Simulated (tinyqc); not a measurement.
Extended Hueckel theory, for H2S, step by step. One step of it, computed by the program tinyqc.

Problem. Orbitals. Solve H C = S C e through S^(-1/2); fill by pairs from the bottom, a degenerate level sharing its electrons equally; each orbital has its largest coefficient positive (the first on a tie).

H (eV), lower triangle:
```
             1S 3s      1S 3px      1S 3py      1S 3pz       2H 1s       3H 1s
1S 3s   -20.000000
1S 3px    0.000000  -13.300000
1S 3py    0.000000    0.000000  -13.300000
1S 3pz    0.000000    0.000000    0.000000  -13.300000
2H 1s   -12.313056    0.000000   -9.240353   -7.870332  -13.600000
3H 1s   -12.313056    0.000000    9.240353   -7.870332   -2.881075  -13.600000
```

overlap S, lower triangle:
```
           1S 3s    1S 3px     1S 3py    1S 3pz     2H 1s     3H 1s
1S 3s   1.000000
1S 3px  0.000000  1.000000
1S 3py  0.000000  0.000000   1.000000
1S 3pz  0.000000  0.000000   0.000000  1.000000
2H 1s   0.418811  0.000000   0.392580  0.334374  1.000000
3H 1s   0.418811  0.000000  -0.392580  0.334374  0.121054  1.000000
```

valence electrons = 8

Give: orbital energies; occupations; coefficients; sum of one-electron energies.

Solution.

orbital energies (eV): -22.1869  -16.7846  -14.5761  -13.3000  2.9446  12.0294

occupations: 2.0000  2.0000  2.0000  2.0000  0.0000  0.0000

coefficients:
```
           MO1      MO2      MO3     MO4      MO5      MO6
1S 3s   0.7218   0.0000  -0.4048  0.0000   0.0000   0.9782
1S 3px  0.0000   0.0000   0.0000  1.0000   0.0000   0.0000
1S 3py  0.0000   0.5985   0.0000  0.0000   1.0871   0.0000
1S 3pz  0.0266   0.0000   0.8304  0.0000   0.0000   0.8478
2H 1s   0.2613   0.3934   0.1768  0.0000  -0.8493  -0.9029
3H 1s   0.2613  -0.3934   0.1768  0.0000   0.8493  -0.9029
```

sum of one-electron energies = -133.6953 eV
